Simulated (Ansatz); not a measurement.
The input, for Ansatz 0.2.0:

```yaml
crystal:
  periodic: [false, false, false]
  atoms:
    - {symbol: Ga, position_ang: [0.000000, 0.000000, 0.000000]}
    - {symbol: H, position_ang: [0.000000, 0.000000, 1.532000]}
basis:
  gaussian: {orbitals: def2-SVP}
total_charge: -1
magnetization: {spin_polarized: false, initial_magnetization: 1}
correlation: {method: fic_nevpt4_sd, electrons: valence, active_space: {window: {electrons: 3, orbitals: 3}}}
accuracy: high
scf: {lower_state_search: full}
```

```sh
$ ansatz run in.yaml --threads 1 --pin off --events-out ev --progress --plain --max-ram 2393MiB
```

Log:

```
600 factors; integrals over basis functions are off by at most 4.3e-9 eV
mean field evaluation 1: about -52341.1266 eV, gradient 1.1e1 eV
mean field evaluation 2: about -52341.1366 eV, gradient 1.1e1 eV
mean field evaluation 4: about -52341.5753 eV, gradient 1.2e0 eV
mean field evaluation 8: about -52341.5861 eV, gradient 1.6e-3 eV
mean field evaluation 16: about -52341.4647 eV, gradient 2.8e0 eV
mean field evaluation 32: about -52330.0999 eV, gradient 1.3e1 eV
mean field evaluation 64: about -52341.5861 eV, gradient 1.9e-8 eV
mean field -52341.58608692 eV, -1923.5178102929 hartree, gradient 1.9e-8 eV, S^2 0.750000; 5 other end points of the search recorded, 0 dependent functions left out
reference -52341.58608692 eV, -1923.5178102929 hartree; 17, 16 occupied and 20, 21 virtual orbitals, 600 factors
state -52341.95651258 eV, -1923.5314231850 hartree
state -52341.95651258 eV, -1923.5314231850 hartree; corrected -52347.37937934 eV, -1923.7307098626 hartree
state -52341.93521686 eV, -1923.5306405816 hartree
state -52341.93521686 eV, -1923.5306405816 hartree; corrected -52347.33592650 eV, -1923.7291130003 hartree
state -52341.95651258 eV, -1923.5314231850 hartree; corrected -52347.37937934 eV, -1923.7307098626 hartree
2 active orbitals were swapped for others, from the solution at -52341.93520348 eV, -1923.5306400901 hartree to that at -52341.95619066 eV, -1923.5314113546 hartree; typed "places" are swapped only where nearly empty or full, and so, without "given_window_search", are "orbital_numbers", "shells" and a window whose orbitals a file names under [Active]
Total energy: -52347.37937934 eV, -1923.7307098626 hartree
```

Ran on 1 thread of Arm Neoverse V2, shared host: 2.1 s wall, 0.11 GiB peak host memory.
